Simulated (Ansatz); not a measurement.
Energy needed to pull apart CH5BSi, closed shell, into free ground-state atoms, from the structure below (displaced at random from a GFN2-xTB minimum); no zero-point or spin–orbit terms; open-shell atoms are treated unrestricted, in their ground-state multiplicity.

```
8
angstrom
B -1.3703 0.5374 -1.1584
C -0.1027 0.6387 -0.6296
Si 0.6932 -0.4482 0.8580
H -2.5746 0.1377 -1.7313
H 0.5064 1.5679 -0.8672
H 0.6639 0.1996 2.1295
H 1.8771 -0.8008 0.4287
H 0.0841 -1.6611 0.8955
```

Ansatz 0.2.0; basis: def2-TZVPP; cores frozen in the correlated methods.

```json
{"method": "PBE-D4", "atomization energy (kJ/mol)": "2597"}
{"method": "BLYP-D4", "atomization energy (kJ/mol)": "?"}
{"method": "r2SCAN-D4", "atomization energy (kJ/mol)": "2591"}
{"method": "PBE0-D4", "atomization energy (kJ/mol)": "2570"}
{"method": "wB97X-V", "atomization energy (kJ/mol)": "2582"}
{"method": "wB97M-V", "atomization energy (kJ/mol)": "2590"}
{"method": "HF", "atomization energy (kJ/mol)": "1948"}
{"method": "MP2", "atomization energy (kJ/mol)": "?"}
{"method": "CCSD", "atomization energy (kJ/mol)": "2476"}
{"method": "CCSD(T)", "atomization energy (kJ/mol)": "2509"}
```

(1) What does MP2 give? (To be estimated.)

(2) What does BLYP-D4 give? (An estimate is asked for; the value comes from the calculation.)

No T1 diagnostic of these runs exceeds 0.015.

Results:

(1) By the calculation: 2526 kJ/mol, which is about 16 kJ/mol more than CCSD(T)/def2-TZVPP.

(2) Computed: 2575 kJ/mol, which is about 66 kJ/mol more than CCSD(T)/def2-TZVPP.

In triple zeta the MP2 and coupled-cluster atomization energies are still short of their basis limit by a few kcal/mol a bond, whereas those of the functionals are nearly converged, so these differences are not deviations from converged CCSD(T).

For scale, one of the runs: CCSD(T)/def2-TZVPP forces, 174 basis functions (an equivalent command: `ansatz run in.yaml --threads 4`). The run took 39 s on 4 CPU threads (shared host), with 2.9 GiB of host memory at its peak.
